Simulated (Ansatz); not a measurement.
**AlNH3 (quartet): from Hartree-Fock to the top rungs at distance Al1–H4 along a hydrogen transfer = 1.817 Å, cc-pVDZ**

One table from this session's results is given with a row withheld; the runs are named, their logs left out.

Program: Ansatz 0.2.0, Gaussian basis. Level of theory: cc-pVDZ, core rule «outside noble gas», up to 6 orbitals frozen. These are calculated values, not measurements.

Plan: UHF; CCSD(T) on ROHF; CCSD(T) on UHF; BCCD(T) on ROHF; CISD; CCSDT(Q) on ROHF; CCSDT(Q) on UHF; CASSCF and MRCISD+Q, 5 electrons in 5 orbitals; CASSCF and NEVPT2, 5 electrons in 5 orbitals.

20 further runs of the same task are left out: 9 for a known fault of the program, 11 that didn't finish.

## The system

The geometry derives from fragments relaxed apart (PBE0/def2-TZVP) and kept rigid, so it is no stationary point. A hydrogen atom is moved between rigid fragments.

5 atoms, charge 0, spin multiplicity 4.

Atoms are counted from 1 here; the program's logs count them from 0.

Bond lengths: Al1–H2 1.586 Å, Al1–H3 1.586 Å, Al1–H4 1.817 Å, H4–N5 1.214 Å. Angles: H2–Al1–H3 120.0°, H2–Al1–H4 120.0°, H3–Al1–H4 120.0°, Al1–H4–N5 180.0°.

Geometry (Å):

| atom | x (Å) | y (Å) | z (Å) |
| --- | --- | --- | --- |
| Al1 | -0.9699 | 0.0000 | 0.0000 |
| H2 | -1.7628 | 1.3734 | 0.0000 |
| H3 | -1.7628 | -1.3734 | 0.0000 |
| H4 | 0.8471 | 0.0000 | 0.0000 |
| N5 | 2.0611 | 0.0000 | 0.0000 |

Set-up of the first run:

in.yaml

```yaml
crystal:
  periodic: [false, false, false]
  atoms:
    - {symbol: Al, position_ang: [-0.969900, 0.000000, 0.000000]}
    - {symbol: H, position_ang: [-1.762824, 1.373384, 0.000000]}
    - {symbol: H, position_ang: [-1.762824, -1.373384, 0.000000]}
    - {symbol: H, position_ang: [0.847100, 0.000000, 0.000000]}
    - {symbol: N, position_ang: [2.061100, 0.000000, 0.000000]}
basis:
  gaussian: {orbitals: cc-pVDZ}
magnetization: {spin_polarized: true, initial_magnetization: 3}
hamiltonian: {xc: hf}
output: {orbitals: {seedname: orbitals}}
```

Run with:

```sh
ansatz run in.yaml --threads 1 --pin off --events-out ev --progress --plain --max-ram 2393MiB
```

Among the steps run: UHF; CCSD(T) on ROHF; CCSD(T) on UHF; BCCD(T) on ROHF; CISD; CCSDT(Q) on ROHF; CCSDT(Q) on UHF; CASSCF and MRCISD+Q, 5 electrons in 5 orbitals; CASSCF and NEVPT2, 5 electrons in 5 orbitals.

One of the session's tables, all rows but one given; the rest of the session is left out.

It belongs to the step «Misses and costs». 

```
       method  from UCCSDT(Q) (meV)
         ROHF               +6184.5
          UHF               +5794.1
         RMP2               +1198.3
         UMP2               +1258.2
         CISD                +527.2
        RCCSD                +139.2
        UCCSD                +131.2
     RCCSD(T)                 +32.8
     UCCSD(T)                 +31.6
      BCCD(T)                 +32.7
       RCCSDT                  +7.7
       UCCSDT                  +5.7
    RCCSDT(Q)                  +1.6
    UCCSDT(Q)                     0
  CASSCF pair                     ?
  NEVPT2 pair               +1169.4
  MRCISD pair                +441.4
MRCISD+Q pair                 +23.1
```

**Question.** Estimate the row for CASSCF pair.

The run gave: from UCCSDT(Q) (meV): +5378.1. In the column «from UCCSDT(Q) (meV)» it lies between UMP2 (+1258.2) and UHF (+5794.1).

Limits of these values: Restricted and unrestricted rows rest on different reference determinants; where their highest levels disagree by more than a few hundredths of an eV, they describe different states and don't form one ladder.
